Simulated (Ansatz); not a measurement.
in.yaml

```yaml
crystal:
  periodic: [false, false, false]
  atoms:
    - {symbol: Si, position_ang: [0.000000, 0.000000, 0.000000]}
    - {symbol: O, position_ang: [0.000000, 0.000000, 1.401000]}
basis:
  gaussian: {orbitals: 6-31G, fitting: {mean_field: def2-universal-jkfit}}
magnetization: {spin_polarized: false, initial_magnetization: 2}
correlation: {method: fic_mrcisd_q_relaxed, electrons: all, active_space: {window: {electrons: 2, orbitals: 3}}}
```

```sh
$ ansatz run in.yaml --threads 1 --pin off --events-out ev --progress --plain --max-ram 2393MiB
```

Output:

```
205 factors; integrals over basis functions are off by at most 2.4e-3 eV
mean field evaluation 1: about -9887.8336 eV, gradient 3.7e1 eV
mean field evaluation 2: about -9882.9806 eV, gradient 5.7e1 eV
mean field evaluation 4: about -9891.6027 eV, gradient 9.9e-1 eV
mean field evaluation 8: about -9891.6356 eV, gradient 2.1e-1 eV
mean field evaluation 16: about -9891.6442 eV, gradient 8.5e-7 eV
mean field evaluation 32: about -9888.9674 eV, gradient 3.1e1 eV
mean field evaluation 64: about -9891.2799 eV, gradient 5.4e-1 eV
mean field evaluation 96: about -9888.4174 eV, gradient 6.9e0 eV
mean field evaluation 128: about -9891.5702 eV, gradient 1.7e-4 eV
mean field evaluation 160: about -9882.9797 eV, gradient 5.7e1 eV
mean field -9891.67238747 eV, -363.5122554232 hartree, gradient 2.6e-6 eV, S^2 2.000000; 20 other end points of the search recorded, 0 dependent functions left out
reference -9891.64419812 eV, -363.5112194838 hartree; 12, 10 occupied and 10, 12 virtual orbitals, 205 factors
state -9891.67238747 eV, -363.5122554232 hartree
...
contracted CI cycle   1: correlation 0.00000000 eV, 0.0000000000 hartree, residual 2.02e1 eV
contracted CI cycle   2: correlation -4.19914172 eV, -0.1543156118 hartree, residual 3.49e0 eV
contracted CI cycle   3: correlation -4.46672659 eV, -0.1641491746 hartree, residual 1.62e0 eV
contracted CI cycle   4: correlation -4.51333046 eV, -0.1658618353 hartree, residual 5.18e-1 eV
contracted CI cycle   5: correlation -4.51963875 eV, -0.1660936606 hartree, residual 2.07e-1 eV
contracted CI cycle   6: correlation -4.52052036 eV, -0.1661260592 hartree, residual 8.02e-2 eV
contracted CI cycle   7: correlation -4.52071567 eV, -0.1661332366 hartree, residual 4.44e-2 eV
contracted CI cycle   8: correlation -4.52075974 eV, -0.1661348561 hartree, residual 1.90e-2 eV
contracted CI cycle   9: correlation -4.52076723 eV, -0.1661351315 hartree, residual 6.51e-3 eV
contracted CI cycle  10: correlation -4.52076796 eV, -0.1661351583 hartree, residual 2.01e-3 eV
state -9891.63657079 eV, -363.5109391844 hartree; corrected -9896.56182935 eV, -363.6919390982 hartree
state -9891.63657079 eV, -363.5109391844 hartree; corrected -9896.56182935 eV, -363.6919390982 hartree
WARN: 1 active orbitals are nearly empty or full. The corrections depend on them more than the energy does, and are more stable in an active space without them
WARN: the results are in doubt because another end's mean lies 0.036 eV lower, and its corrected mean 0.225 eV higher
Total energy: -9896.56182935 eV, -363.6919390982 hartree
In doubt: another end's mean lies 0.036 eV lower, and its corrected mean 0.225 eV higher
```

The active space holds one configuration alone, so it describes no static correlation.

Natural occupations: 1.0000 1.0000 0.0000.

Ran on 1 thread of Arm Neoverse V2, shared host: 1.4 s wall, 0.13 GiB peak host memory.
